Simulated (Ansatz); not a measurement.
C4H4F2 can be A, `C=C/C(F)=C\F`, or B, `C=CC=C(F)F`.

Gas-phase electronic energies from Ansatz, PBE0-D4/def2-TZVP geometries. CCSD(T)/CBS adds triple-zeta CCSD(T) − MP2 to the extrapolated MP2 energy (def2 sets, frozen cores). DFT in def2-TZVPP. B3LYP here is the variant with VWN-RPA as its local correlation; programs differ in this. Each species was taken in one conformer, which may not be the lowest.

(1) Which isomer does CCSD(T)/CBS put lower? Give the gap. (An estimate is asked.)

(2) Give E(B) − E(A) in kJ/mol with B3LYP, BLYP-D4, B3LYP-D4, CCSD(T)/def2-TZVPP, B2PLYP, CCSD/def2-TZVPP, MP2/def2-TZVPP. (Estimate.)

(3) Does the order hold for the free energy at 298.15 K (harmonic terms from PBE0-D4)? (Best estimate.)

Largest T1 diagnostic: 0.012.

## Answers

(1) Computed: B, by 27.2 kJ/mol.

(2) Ansatz gave: B3LYP -27.2, BLYP-D4 -24.7, B3LYP-D4 -26.5, CCSD(T)/def2-TZVPP -28.6, B2PLYP -28.7, CCSD/def2-TZVPP -28.7, MP2/def2-TZVPP -32.8. None reverses the order clearly.

(3) Ansatz gave: Yes: G(B) − G(A) = -27.2 kJ/mol, for one conformer each.

Leaving LDA and LC-ωPBE aside and taking each functional with its dispersion term where it has one, the values, not all of them listed here, spread over 8.5 kJ/mol, from PBE-QIDH to BLYP-D4. LDA lies −3.0 kJ/mol from PBE without D4.
